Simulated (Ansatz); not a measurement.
# BO2−: functionals against CCSD(T) at one geometry

The atoms stand at a structure displaced at random from a GFN2-xTB minimum. How far do the functionals agree with CCSD(T) there?

The runs use Ansatz 0.2.0, Gaussian basis; single points in def2-TZVPPD.

Cores are frozen in the correlated methods.

## 1. The system as given

SMILES `O=B[O-]`, 3 atoms, charge -1, spin multiplicity 1.

Atoms are counted from 1 here; the program's logs count them from 0.

Bond lengths: O1–B2 1.178 Å, B2–O3 1.331 Å. Angles: O1–B2–O3 172.7°.

Geometry (Å):

```
atom    x (Å)    y (Å)    z (Å)
  O1   0.3387   1.0865   0.3875
  B2  -0.0520   0.0002   0.1551
  O3  -0.3572  -1.2432  -0.2076
```

## 2. CCSD(T)/def2-TZVPPD

The input, run/in.yaml:

```yaml
crystal:
  periodic: [false, false, false]
  atoms:
    - {symbol: O, position_ang: [0.338700, 1.086500, 0.387500]}
    - {symbol: B, position_ang: [-0.052000, 0.000200, 0.155100]}
    - {symbol: O, position_ang: [-0.357200, -1.243200, -0.207600]}
basis:
  gaussian: {orbitals: "def2-TZVPPD.json"}
total_charge: -1
correlation: {method: ccsd_t}
output: {forces: true}
```

The basis file named in the input lies beside it (Basis Set Exchange, JSON).

The command line of these runs was not kept.

## 3. PBE0-D4/def2-TZVPPD

run/in.yaml: that of step 2 with these lines changed.

```diff
@@ -9,3 +9,3 @@
 total_charge: -1
-correlation: {method: ccsd_t}
-output: {forces: true}
+hamiltonian: {xc: pbe0, dispersion: d4}
+output: {forces: true, orbitals: {seedname: orbitals}}
```

## 4. wB97M-V/def2-TZVPPD

run/in.yaml: that of step 3 with these lines changed.

```diff
@@ -9,3 +9,3 @@
 total_charge: -1
-hamiltonian: {xc: pbe0, dispersion: d4}
-output: {forces: true, orbitals: {seedname: orbitals}}
+hamiltonian: {xc: {name: wB97M-V}}
+output: {forces: true}
```

## 5. r2SCAN-D4/def2-TZVPPD

run/in.yaml: that of step 4 with these lines changed.

```diff
@@ -9,3 +9,3 @@
 total_charge: -1
-hamiltonian: {xc: {name: wB97M-V}}
+hamiltonian: {xc: r2scan, dispersion: d4}
 output: {forces: true}
```

## 6. PBE-D4/def2-TZVPPD

run/in.yaml: that of step 5 with these lines changed.

```diff
@@ -9,3 +9,3 @@
 total_charge: -1
-hamiltonian: {xc: r2scan, dispersion: d4}
+hamiltonian: {xc: pbe, dispersion: d4}
 output: {forces: true}
```

## 7. LC-wPBE/def2-TZVPPD

run/in.yaml: that of step 6 with these lines changed.

```diff
@@ -9,3 +9,3 @@
 total_charge: -1
-hamiltonian: {xc: pbe, dispersion: d4}
+hamiltonian: {xc: {name: LC-wPBE}}
 output: {forces: true}
```

## 8. BHLYP-D4/def2-TZVPPD

run/in.yaml: that of step 7 with these lines changed.

```diff
@@ -9,3 +9,3 @@
 total_charge: -1
-hamiltonian: {xc: {name: LC-wPBE}}
+hamiltonian: {xc: {name: BHLYP}, dispersion: d4}
 output: {forces: true}
```

(Steps that only read results are left out.)

Before running it: what results should come out? Wanted: RMS force component; RMS force error; HOMO and LUMO, PBE0-D4; T1 diagnostic.

The runs gave:

| quantity | value |
| --- | --- |
| RMS force component | 3.941 to 4.229 eV/Å over the methods |
| RMS force error | PBE0-D4 0.336, wB97M-V 0.274, r2SCAN-D4 0.201, PBE-D4 0.109, LC-wPBE 0.392, BHLYP-D4 0.731 eV/Å |
| HOMO and LUMO, PBE0-D4 | -1.59 and 4.03 eV |
| T1 diagnostic | 0.017 |

In words: On forces the order runs from PBE-D4 to BHLYP-D4. Frozen-core CCSD(T) forces in triple zeta carry basis errors of their own, and this is one geometry, so small gaps rank nothing.
